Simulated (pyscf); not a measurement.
PySCF, gas phase, ωB97X-D3(BJ)/def2-SVP geometries.

### Question
For O=Mo(=O)(OH)–OH + hydrogen chloride (HCl) -> O=Mo(=O)(OH)–Cl + water (H₂O), a four-centre exchange (singlet surface; Mo–O, Cl–H broken, Cl–Mo, H–O formed), PBE/def2-TZVP gives ΔE‡ = 11.2 kJ/mol and ΔE = -28.5 kJ/mol (zero: the separated reactants). In which direction and how far do B3LYP-D3(BJ)/def2-TZVP, PBE0-D3(BJ)/def2-TZVP, ωB97M-D3(BJ)/def2-TZVP move these?

### Answer
B3LYP-D3(BJ): ΔE‡ = 15.1 kJ/mol, ΔE = -29.4 kJ/mol; PBE0-D3(BJ): ΔE‡ = 9.3 kJ/mol, ΔE = -32.2 kJ/mol; ωB97M-D3(BJ): ΔE‡ = 20.6 kJ/mol, ΔE = -26.2 kJ/mol. PBE's barrier lies among them. Its reaction energy lies among theirs. On the reactant side the descent ends in a complex, 24.7 kJ/mol under the separated species and 32.3 kJ/mol under the saddle at ωB97X-D3(BJ)/def2-TZVP. On the product side the descent ends in an adduct with a Mo–O contact, 40.6 kJ/mol under the separated species and 86.4 kJ/mol under the saddle at ωB97X-D3(BJ)/def2-TZVP. What is counted as broken (Mo–O) persists as a longer contact in the product adduct; parting that adduct is a step of its own. At ωB97X-D3(BJ) the barrier from the zero used here is 7.7 kJ/mol. This is the saddle that the search found; another between the same sides may lie lower. Elements past Kr carry the def2 core potentials, without spin-orbit coupling.
